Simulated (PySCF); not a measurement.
Gas-phase reaction: 6 AlCl2OH ⇌ 3 AlCl3.H2O + 2 AlO + O + AlCl3

Energies from PySCF (xtb for GFN2), thermal terms from the rigid-rotor harmonic-oscillator model, ideal gas at 1 bar. † marks an energy on the PBE0/def2-TZVP geometry and frequencies; other levels use their own. 6-31G* has spherical d functions here. Open shells (unrestricted): AlO (multiplicity 2), O (multiplicity 3, electronic degeneracy 9); the rest are closed-shell singlets. GFN2 has no spin-polarisation term. Spin-orbit splitting is ignored; it lowers the true energy and changes the entropy of O. B3LYP is the form with VWN-RPA correlation. Adducts (AlCl3.H2O) have no counterpoise correction, and HF, PBE, BLYP, B3LYP and PBE0 lack dispersion. AlCl2OH, AlCl3.H2O: computed as isolated molecules; such fragments, hydroxides, amides, oligomers or adducts are transient or little studied in the gas. The harmonic model lacks anharmonicity and excited electronic states, which grow with temperature; levels with a mode under 35 cm⁻¹ are left out. Soft modes under 120 cm⁻¹ make the harmonic entropy rough for AlCl3.H2O. Warning, point group unlike the PBE0 one: AlCl2OH (GFN2-xTB).

```csv
level,"ΔE electronic, kJ","ΔH°(298 K), kJ","ΔS°(298 K), J/K","ΔG°(2500 K), kJ"
B3LYP/6-31G*,1200,1205,97,955
B3LYP/def2-TZVP†,1308,1310,104,1039
BLYP/def2-TZVP†,1276,1279,104,1008
GFN2-xTB,1859,1854,170,1411
PBE0/def2-TZVP,1299,1301,104,1030
r2SCAN/def2-TZVP†,1304,1306,104,1035
ωB97M-V/def2-TZVP†,1322,1325,104,1054
```
ΔH° is lowest at B3LYP/6-31G* and highest at GFN2-xTB. No reference value is set beside these.
